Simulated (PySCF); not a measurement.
Gas-phase reaction: C3H6 (propylene) + 3 C3H8 → 3 C4H10 (isobutane)

Computed with PySCF (xtb for GFN2) and rigid-rotor harmonic-oscillator thermochemistry at 1 bar. 'Table' is the NASA 1993 thermochemical table (part measured, part estimated). † marks an energy on the PBE0/def2-TZVP geometry and frequencies; other levels use their own. MP2 and CCSD(T) freeze the core. 6-31G* has spherical d functions here. All species are closed-shell singlets. MP2 isn't extrapolated to the basis-set limit. CCSD(T) isn't extrapolated to the basis-set limit.

| level | ΔH°(298 K), kJ |
|---|---|
| table | -110.6 |
| BLYP/def2-TZVP† | -49.7 |
| CCSD(T)/def2-SVP† | -114.9 |
| GFN2-xTB | -141.4 |
| HF/6-31G* | -81.7 |
| HF/def2-TZVP† | (withheld) |
| MP2/def2-TZVPP† | (withheld) |
| PBE/def2-SVP | (withheld) |
| PBE/def2-TZVP† | -89.5 |
| PBE0/def2-TZVP | (withheld) |
| r2SCAN/def2-TZVP† | -104.7 |
| ωB97M-V/def2-TZVP† | -108.7 |

### Question
What belongs in the gaps?

### Answer

- HF/def2-TZVP†, ΔH°(298 K), kJ: -65.3
- MP2/def2-TZVPP†, ΔH°(298 K), kJ: -121.2
- PBE/def2-SVP, ΔH°(298 K), kJ: -102.8
- PBE0/def2-TZVP, ΔH°(298 K), kJ: -102.5
